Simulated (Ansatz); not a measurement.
# SiP (quartet): wave-function methods side by side, cc-pVDZ

An exercise on one series of results from a longer session: the logs are not shown, and one member is left open.

Method: cc-pVDZ, core rule «outside noble gas», up to 10 orbitals frozen; program: Ansatz 0.2.0, Gaussian basis.

Plan: UHF; CCSD(T) on ROHF; CCSD(T) on UHF; BCCD(T) on ROHF; CISD as a restricted active space (open shells left free, so some higher excitations enter); CCSDT(Q) on ROHF; CCSDT(Q) on UHF; CISDTQ; CCSDTQ on ROHF; CCSDTQ on UHF; CASSCF and MRCISD+Q, 9 electrons in 8 orbitals; CASSCF and NEVPT2, 9 electrons in 8 orbitals; Full CI.

5 further runs of the same task are left out: 5 set aside as unsound or not needed. Runs told in other sessions of the task aren't counted.

## The system

The geometry is a PBE0/def2-TZVP stationary point (not a proven minimum).

2 atoms, charge 0, spin multiplicity 4.

Atoms are counted from 1 here; the program's logs count them from 0.

Bond lengths: Si1–P2 2.343 Å.

Set-up of the first run:

in.yaml reads:

```yaml
crystal:
  periodic: [false, false, false]
  atoms:
    - {symbol: Si, position_ang: [0.000000, 0.000000, 0.000000]}
    - {symbol: P, position_ang: [0.000000, 0.000000, 2.343000]}
basis:
  gaussian: {orbitals: cc-pVDZ}
magnetization: {spin_polarized: true, initial_magnetization: 3}
hamiltonian: {xc: hf}
output: {orbitals: {seedname: orbitals}}
```

Run with:

```
$ ansatz run in.yaml --threads 1 --pin off --events-out ev --progress --plain --max-ram 4160MiB --backend cpu
```

Among the steps run: UHF; CCSD(T) on ROHF; CCSD(T) on UHF; BCCD(T) on ROHF; CISD as a restricted active space (open shells left free, so some higher excitations enter); CCSDT(Q) on ROHF; CCSDT(Q) on UHF; CISDTQ; CCSDTQ on ROHF; CCSDTQ on UHF; CASSCF and MRCISD+Q, 9 electrons in 8 orbitals; CASSCF and NEVPT2, 9 electrons in 8 orbitals; Full CI.

One table of the session follows, with a row left open; its other results are not shown here.

| method | from FCI (meV) |
| --- | --- |
| ROHF | +4925.8 |
| UHF | +4674.3 |
| RMP2 | +1140.3 |
| UMP2 | +1184.9 |
| CISD | +511.8 |
| RCCSD | +197.5 |
| UCCSD | ? |
| RCCSD(T) | +49.5 |
| UCCSD(T) | +49.4 |
| BCCD(T) | +49.9 |
| RCCSDT | +11.4 |
| UCCSDT | +10.8 |
| CISDTQ | +19.1 |
| RCCSDT(Q) | +1.5 |
| UCCSDT(Q) | +0.8 |
| RCCSDTQ | +0.3 |
| UCCSDTQ | 0.0 |
| FCI | 0 |

Q: Estimate the row for UCCSD from the others.

As computed: from FCI (meV): +190.6. In the column «from FCI (meV)» it lies between BCCD(T) (+49.9) and RCCSD (+197.5).

To keep in mind: Left out of the table: CASSCF valence, NEVPT2 valence, MRCISD valence, MRCISD+Q valence (the active space lost an orbital or holds another state than full CI finds). Levels on UHF freeze UHF's core orbitals, full CI those of ROHF, so the U rows can settle a little off it for that reason alone. Restricted and unrestricted rows rest on different reference determinants; a gap between their highest levels can come from leftover correlation error, from unlike frozen cores or from another state.
